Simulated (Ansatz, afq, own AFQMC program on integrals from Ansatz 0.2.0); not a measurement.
B2H2, triplet in cc-pVTZ, levels against CCSDT(Q)

```yaml
atoms:
  - { symbol: B, position_ang: [0.0000, 0.0000, 0.6756] }
  - { symbol: B, position_ang: [0.0000, 0.0000, -0.9095] }
  - { symbol: H, position_ang: [0.0000, 1.0479, 1.2540] }
  - { symbol: H, position_ang: [0.0000, -1.0479, 1.2540] }
```

Connectivity, by distances: BH2–B.

Basis cc-pVTZ. Noble-gas cores (and the filled d shells of Ga–Kr and In–Xe) are frozen. AFQMC by an in-house program on the Cholesky factors that Ansatz 0.2.0 writes for its CCSD(T) run. The CISD trial takes its coefficients from CCSD amplitudes. Released means that phaseless walkers are propagated on without the constraint, phases kept. Free AFQMC starts from the CCSD state and is never constrained. Its projection time is finite, and what remains of the start isn't in its error. ± is one standard error of the sampling.

Determinant: UHF, the one that the program's search chose, which needn't be the lowest solution. The geometry is a PBE0/def2-TZVP stationary point of this or a neighbouring charge and spin state.

No full CI on the walks' own integrals is used here; CCSDT(Q) serves as the reference and is uncertain by about the last step of the cluster series.

Cautions: lower spins were not checked; the ph-AFQMC/HF walk drifts between its halves (2.4 errors).

```
T1 diagnostic                               : 0.0311
weight of the determinant in the CISD state : 0.894
⟨S²⟩ of the determinant                     : 2.006
size of the correlated space                : 8 electrons in 86 orbitals
```

Reference: CCSDT(Q), correlation energy -5.094 eV. The released energy is read at 2.40 1/Eh (meV from the phaseless value at times in 1/Eh: 0 ± 5 at 0.24, 0 ± 3 at 0.51, -9 ± 3 at 0.99, -13 ± 5 at 1.62, -13 ± 5 at 2.40).

```
         level  E − E(reference) (kcal/mol)  share of correlation (%)
            HF                       117.48                      0.00
           MP2                        23.95                     79.61
          CCSD                         5.25                     95.53
       CCSD(T)                         1.04                     99.12
         CCSDT                         0.19                     99.84
   ph-AFQMC/HF                  1.24 ± 0.47                     98.94
 ph-AFQMC/CISD                  0.29 ± 0.10                     99.75
released AFQMC                 -0.02 ± 0.12                    100.01
    free AFQMC                  0.07 ± 0.19                     99.94
```

Free projections are given only where their last times agree within the noise and don't stop above the reference; a slow remainder of the start can still hide under it. A walk keeps the symmetry of its determinant, which the program's search chose and which needn't be the lowest solution, so a lower state of the same spin and another symmetry isn't excluded. Released energies are given only where the last usable release times agree within the noise; a slower fall can still hide under it.
